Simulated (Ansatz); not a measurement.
# How far each method lies from full CI for AsH₂⁺, singlet

Geometry: a point of a breathe scan, not a stationary point.

```xyz
3

As    0.0000   -0.0247    0.0000
H     0.0000    0.9182   -0.9589
H     0.0000    0.9182    0.9589
```

Basis cc-pVDZ; Ansatz 0.2.0. Correlated methods freeze the noble-gas cores and the filled d shells of p-block atoms, which leaves 6 electrons in 23 orbitals. Prefix R: restricted or restricted open-shell reference; prefix U: unrestricted. Active spaces: pair = (2e, 2o) about the gap; valence = (6e, 6o) chosen from the atoms' valence shells. No spin–orbit coupling is included, and no scalar relativity.

Full CI is exact within this basis and frozen core; it isn't the basis-set limit. The frozen core follows each run's orbitals, which can shift R against U totals by a few meV for light atoms and by up to 0.1 eV past Ca.

```
UHF ⟨S²⟩                          : 0.297
T1 diagnostic (RCCSD)             : 0.0103
largest doubles amplitude (RCCSD) : 0.101
```

```tsv
level	E − E(full CI) (mEh)	share of correlation (%)	wall time
RHF	114.59	0.00	–
RMP2	27.79	75.75	–
CISD	6.32	94.49	0.54 s
RCCSD	2.35	97.95	–
RCCSD(T)	0.53	99.54	0.39 s
BCCD(T)	0.53	99.54	0.42 s
RCCSDT	0.10	99.91	–
CISDTQ	0.10	99.91	0.99 s
RCCSDT(Q)	0.02	99.98	0.87 s
RCCSDTQ	0.00	100.00	3.8 s
CASSCF (pair space)	95.78	16.42	–
NEVPT2 (pair space)	24.63	78.51	0.99 s
CASSCF (valence space)	67.28	41.29	–
NEVPT2 (valence space)	19.09	83.34	0.87 s
NEVPT4(SD) (valence space)	2.45	97.86	1.1 s
MRCISD (valence space)	2.03	98.23	–
MRCISD+Q (valence space)	-0.13	100.12	1.1 s
```

The correlation energy at full CI, counted from RHF, is -3.118 eV. That run took 2.6 s on 1 thread of Arm Neoverse V2, shared host over 786,897 determinants.

Run but not shown, since their state or frozen core can't be matched to the reference's or they repeat it: UHF.

Times hold each run's SCF and search for its determinant on a shared host, so for small cases they say little of a method's own cost; they ran on 1 thread of Arm Neoverse V2.

The full-CI state has the irrep A1 of C2v, in the program's axes.

Natural occupations of full CI about the gap: 1.970 1.956 1.916 0.057 0.033 0.017 0.012 0.008 0.008 0.005; effectively unpaired electrons, Σ n²(2−n)², 0.06.
